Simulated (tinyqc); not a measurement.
The integration grid: Kohn-Sham SCAN on finer and finer grids in the sto-3g basis, for H2O, spin multiplicity 1. Computed by the program tinyqc with PySCF. Command: `OMP_NUM_THREADS=1 python tinyqc.py 114296 114297 out.jsonl`; one thread of a shared host (Intel(R) Xeon(R) Processor @ 2.60GHz), about 5 s.

Geometry (angstrom):
```
atom       x        y       z
O     0.0000   0.0000  0.0000
H     0.0000   0.9150  0.5680
H     0.0000  -0.9150  0.5680
```

Self-consistent on each grid; the net force on the molecule should vanish.

Kohn-Sham energy on Becke grids (radial x angular points per atom):
```
grid       points  residual of the electron count  E (hartree)  E - finest (mhartree)  largest net force without grid terms (hartree/bohr)
10 x 14       418                       -1.55e-02    -75.14294              141.65443                                             1.60e-01
15 x 26      1164                        8.98e-03    -75.32188              -37.28378                                             8.48e-02
20 x 50      2994                        4.71e-04    -75.28912               -4.52865                                             1.63e-01
30 x 86      7730                        3.31e-04    -75.28797               -3.37055                                             3.94e-02
50 x 194    29084                        1.10e-05    -75.28599               -1.39253                                             4.05e-02
75 x 302    67854                        4.64e-07    -75.28360                0.99615                                             1.27e-01
120 x 590  212224                        2.73e-08    -75.28460                0.00000                                             3.58e-02
```

The energy is within 0.1 mhartree of the finest grid first at 120 x 590. The error has both signs, since quadrature is not variational. The electron count and the net force are cheap signs of a poor grid.
